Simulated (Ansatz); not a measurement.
in.yaml

```yaml
crystal:
  periodic: [false, false, false]
  atoms:
    - {symbol: Ga, position_ang: [0.000000, 0.068058, 1.074262]}
    - {symbol: P, position_ang: [0.000000, 0.224776, -2.080757]}
    - {symbol: N, position_ang: [0.000000, -0.712125, -0.687525]}
    - {symbol: H, position_ang: [0.000000, -1.719206, -0.815467]}
basis:
  gaussian: {orbitals: STO-3G}
total_charge: 1
magnetization: {spin_polarized: false, initial_magnetization: 1}
correlation: {method: fic_mrcisd_q, electrons: valence, active_space: {window: {electrons: 1, orbitals: 3}}}
accuracy: high
```

```sh
$ ansatz run in.yaml --threads 1 --pin off --events-out ev --progress --plain --max-ram 2393MiB
```

Log:

```
513 factors; integrals over basis functions are off by at most 1.5e-8 eV
mean field evaluation 1: about -62361.9254 eV, gradient 3.1e1 eV
mean field evaluation 2: about -62362.0008 eV, gradient 3.1e1 eV
mean field evaluation 4: about -62365.5984 eV, gradient 3.7e0 eV
mean field evaluation 8: about -62365.8091 eV, gradient 4.6e-1 eV
mean field evaluation 16: about -62365.9793 eV, gradient 4.5e-2 eV
mean field evaluation 32: about -62366.7713 eV, gradient 2.4e-7 eV
mean field evaluation 64: about -62365.0468 eV, gradient 8.0e0 eV
mean field evaluation 96: about -62366.7669 eV, gradient 6.8e-1 eV
mean field evaluation 128: about -62365.9794 eV, gradient 1.9e-7 eV
mean field evaluation 160: about -62367.2473 eV, gradient 3.4e0 eV
...
contracted CI cycle  32: correlation -4.80650001 eV, -0.1766356175 hartree, residual 7.21e-6 eV
contracted CI cycle  33: correlation -4.80650001 eV, -0.1766356175 hartree, residual 5.06e-6 eV
contracted CI cycle  34: correlation -4.80650001 eV, -0.1766356175 hartree, residual 4.16e-6 eV
contracted CI cycle  35: correlation -4.80650001 eV, -0.1766356175 hartree, residual 3.17e-6 eV
contracted CI cycle  36: correlation -4.80650001 eV, -0.1766356175 hartree, residual 2.20e-6 eV
contracted CI cycle  37: correlation -4.80650001 eV, -0.1766356175 hartree, residual 1.56e-6 eV
contracted CI cycle  38: correlation -4.80650001 eV, -0.1766356175 hartree, residual 1.05e-6 eV
contracted CI cycle  39: correlation -4.80650001 eV, -0.1766356175 hartree, residual 6.25e-7 eV
contracted CI cycle  40: correlation -4.80650001 eV, -0.1766356175 hartree, residual 3.89e-7 eV
contracted CI cycle  41: correlation -4.80650001 eV, -0.1766356175 hartree, residual 2.30e-7 eV
state -62365.97941519 eV, -2291.9074703292 hartree; corrected -62372.68044869 eV, -2292.1537287680 hartree
state -62367.55239739 eV, -2291.9652763586 hartree; corrected -62373.08310547 eV, -2292.1685261318 hartree
WARN: 2 active orbitals are nearly empty or full. The corrections depend on them more than the energy does, and are more stable in an active space without them
Total energy: -62373.08310547 eV, -2292.1685261318 hartree
```

Ran on 1 thread of Arm Neoverse V1, shared host: 19 s wall, 0.21 GiB peak host memory.
